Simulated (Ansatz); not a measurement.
# singlet AlSiH4O+ at 6 levels

Aim: a comparison of 6 runs (B3LYP/6-31G*, BHLYP/aug-cc-pVDZ, CAM-B3LYP/aug-cc-pVDZ, wB97M-V/aug-cc-pVDZ, RPA@PBE0/aug-cc-pVDZ, MP2/aug-cc-pVDZ) of singlet AlSiH4O+. 

The calculation is run with Ansatz 0.2.0.

63 further runs of the same task are left out: 63 set aside as unsound or not needed.

### 1 The system as given

The species is AlSiH4O+ (7 atoms), meant as a singlet with charge +1. SMILES of the parent species: `[AlH][O][SiH3]`. The shape is that of a PBE0-D4/def2-TZVP optimisation. This is one conformer, not always the lowest. That shape belongs to the parent species and isn't relaxed for this state.

Bond lengths: Al1–O2 1.689 Å, O2–Si3 1.627 Å, Al1–H4 1.609 Å, Si3–H5 1.487 Å, Si3–H6 1.487 Å, Si3–H7 1.488 Å. Angles: Al1–O2–Si3 169.6°, O2–Al1–H4 116.0°, O2–Si3–H5 110.0°, O2–Si3–H6 110.2°, O2–Si3–H7 110.3°, H5–Si3–H6 108.8°, H5–Si3–H7 108.7°, H6–Si3–H7 108.8°.

### 2 The energy at B3LYP/6-31G(d) (Cartesian functions) (run 1)

input.yaml

```yaml
basis:
  gaussian: {orbitals: "6-31G*"}
crystal:
  periodic: [false, false, false]
  atoms:
    - {symbol: Al, position_ang: [-1.643700, -1.503700, -0.201100]}
    - {symbol: O, position_ang: [-0.403000, -0.368600, -0.047300]}
    - {symbol: Si, position_ang: [0.870900, 0.567400, 0.335800]}
    - {symbol: H, position_ang: [-2.580100, -1.352800, -1.500200]}
    - {symbol: H, position_ang: [1.204400, 1.463600, -0.802700]}
    - {symbol: H, position_ang: [0.554900, 1.401200, 1.526200]}
    - {symbol: H, position_ang: [2.057800, -0.275200, 0.643500]}
total_charge: 1
hamiltonian: {xc: {name: B3LYP}}
accuracy: high
output: {orbitals: {seedname: orbitals}}
```

Run with:

```
$ ansatz run input.yaml --threads 1 --pin off --max-ram 3480MiB --events-out events.jsonl --progress --plain --runs-dir runs
```

Log:

```text
Warning: RAYON_NUM_THREADS=1 ignored (pool sized by the plan → 1); use --threads N
Functional definition: B3LYP
  name "B3LYP"
  parameter a0 = 0.2
  parameter ax = 0.72
  parameter ac = 0.81
  exchange = (1 - a0 - ax)*slater_x + ax*b88_x + a0*exact_x
  correlation = (1 - ac)*vwn_rpa_c + ac*lyp_c
1261 factors; integrals over basis functions are off by at most 3.5e-9 eV
mean field evaluation 1: about -16563.6517 eV, gradient 9.2e1 eV
mean field evaluation 2: about -16416.7586 eV, gradient 2.0e2 eV
mean field evaluation 4: about -16579.7202 eV, gradient 5.3e0 eV
mean field evaluation 8: about -16579.9219 eV, gradient 5.4e-1 eV
mean field evaluation 16: about -16579.9232 eV, gradient 7.3e-5 eV
mean field -16579.92315272 eV, -609.3009375870 hartree, gradient 6.7e-8 eV, S^2 0.000000; 0 other end points of the search recorded, 0 dependent functions left out
reference -16579.92319370 eV, -609.3009390929 hartree; 19, 19 occupied and 42, 42 virtual orbitals, 1261 factors
Total energy: -16579.92319370 eV, -609.3009390929 hartree
```

Run time: 4.8 s. Hardware: 1 thread of Arm Neoverse V1, shared host; peak memory 0.17 GiB.

### 3 A single-point energy at BHLYP/aug-cc-pVDZ (run 2)

molecule.yaml

```yaml
crystal:
  periodic: [false, false, false]
  atoms:
    - {symbol: Al, position_ang: [-1.643700, -1.503700, -0.201100]}
    - {symbol: O, position_ang: [-0.403000, -0.368600, -0.047300]}
    - {symbol: Si, position_ang: [0.870900, 0.567400, 0.335800]}
    - {symbol: H, position_ang: [-2.580100, -1.352800, -1.500200]}
    - {symbol: H, position_ang: [1.204400, 1.463600, -0.802700]}
    - {symbol: H, position_ang: [0.554900, 1.401200, 1.526200]}
    - {symbol: H, position_ang: [2.057800, -0.275200, 0.643500]}
basis:
  gaussian: {orbitals: aug-cc-pVDZ}
total_charge: 1
hamiltonian: {xc: {name: BHLYP}}
accuracy: high
output: {orbitals: {seedname: orbitals}}
```

Run with:

```
$ ansatz run molecule.yaml --threads 1 --pin off --max-ram 3480MiB --events-out events.jsonl --progress --plain --runs-dir runs
```

Log:

```text
Warning: RAYON_NUM_THREADS=1 ignored (pool sized by the plan → 1); use --threads N
Functional definition: BHLYP
  name "BHLYP"
  parameter a = 0.5
  exchange = (1 - a)*b88_x + a*exact_x
  correlation = lyp_c
2253 factors; integrals over basis functions are off by at most 3.4e-9 eV
mean field evaluation 1: about -16564.9456 eV, gradient 8.4e1 eV
mean field evaluation 2: about -16470.5399 eV, gradient 1.8e2 eV
mean field evaluation 4: about -16578.5840 eV, gradient 2.8e0 eV
mean field evaluation 8: about -16578.7041 eV, gradient 2.0e-1 eV
mean field evaluation 16: about -16578.7043 eV, gradient 6.3e-5 eV
mean field -16578.70430985 eV, -609.2561459377 hartree, gradient 5.5e-9 eV, S^2 0.000000; 0 other end points of the search recorded, 0 dependent functions left out
reference -16578.70435170 eV, -609.2561474757 hartree; 19, 19 occupied and 94, 94 virtual orbitals, 2253 factors
Total energy: -16578.70435170 eV, -609.2561474757 hartree
```

Wall time 14 s (1 thread of Arm Neoverse V1, shared host); peak memory 0.4 GiB.

Runs 3 to 5 aren't shown in full; the table further down has their settings and results.

### 4 A single-point energy at MP2/aug-cc-pVDZ (run 6)

run.yaml

```yaml
basis:
  gaussian:
    orbitals: aug-cc-pVDZ
crystal:
  periodic: [false, false, false]
  atoms:
    - {symbol: Al, position_ang: [-1.643700, -1.503700, -0.201100]}
    - {symbol: O, position_ang: [-0.403000, -0.368600, -0.047300]}
    - {symbol: Si, position_ang: [0.870900, 0.567400, 0.335800]}
    - {symbol: H, position_ang: [-2.580100, -1.352800, -1.500200]}
    - {symbol: H, position_ang: [1.204400, 1.463600, -0.802700]}
    - {symbol: H, position_ang: [0.554900, 1.401200, 1.526200]}
    - {symbol: H, position_ang: [2.057800, -0.275200, 0.643500]}
total_charge: 1
correlation:
  method: mp2
  frozen_orbitals: {Al: 5, H: 0, O: 1, Si: 5}
accuracy: high
```

Run with:

```
$ ansatz run run.yaml --threads 1 --pin off --max-ram 3480MiB --events-out events.jsonl --progress --plain --runs-dir runs
```

Log:

```text
Warning: RAYON_NUM_THREADS=1 ignored (pool sized by the plan → 1); use --threads N
Functional definition: HF
  name "HF"
  exchange = exact_x
  correlation = 0
2253 factors; integrals over basis functions are off by at most 3.4e-9 eV
mean field evaluation 1: about -16529.9480 eV, gradient 6.8e1 eV
mean field evaluation 2: about -16529.9546 eV, gradient 6.8e1 eV
mean field evaluation 4: about -16539.3765 eV, gradient 5.2e0 eV
mean field evaluation 8: about -16539.4771 eV, gradient 8.8e-4 eV
mean field -16539.47707964 eV, -607.8145718167 hartree, gradient 1.4e-8 eV, S^2 0.000000; 0 other end points of the search recorded, 0 dependent functions left out
11 core orbitals not correlated: weight in the atoms' cores, before any rotation towards them, 1.000 or more for the frozen orbitals, at most 0.000 for the correlated occupied ones
reference -16539.47707964 eV, -607.8145718167 hartree; 8, 8 occupied and 94, 94 virtual orbitals, 2253 factors
second order -9.67472676 eV of doubles, -0.00000000 eV of singles
Total energy: -16549.15180640 eV, -608.1701114672 hartree
```

Run time: 6.6 s. Hardware: 1 thread of Arm Neoverse V1, shared host; peak memory 0.34 GiB.

### 5 Overview of the runs

```csv
run,level,Cartesian functions,frozen core orbitals,energy (Eh),HOMO energy (eV),LUMO energy (eV),HOMO–LUMO gap (eV),wall time
1,B3LYP/6-31G* (Cartesian functions),yes,–,-609.300939,-12.97,-10.23,2.74,4.8 s
2,BHLYP/aug-cc-pVDZ,no,–,-609.256147,-14.31,-9.28,5.03,14 s
3,CAM-B3LYP/aug-cc-pVDZ,no,–,-609.268559,-14.50,-9.03,5.47,15 s
4,wB97M-V/aug-cc-pVDZ,no,–,-609.222562,-15.29,-8.14,7.15,1.8 min
5,RPA@PBE0/aug-cc-pVDZ,no,11,-608.349978,–,–,–,21 s
6,MP2/aug-cc-pVDZ,no,11,-608.170111,–,–,–,6.6 s
```

### 6 Results

| quantity | value |
| --- | --- |
| run 6: total energy | -608.17011 Eh |
| run 6: correlation energy (11 core orbitals frozen) | -355.5 mEh |

What this shows: Over runs 1, 2, 3, 4 the HOMO–LUMO gap runs from 2.74 eV (B3LYP/6-31G*) to 7.15 eV (wB97M-V/aug-cc-pVDZ). The two ends differ in method and basis. Totals of different functionals can't be ranked against each other. All runs together took 2.8 min, the longest 1.8 min.
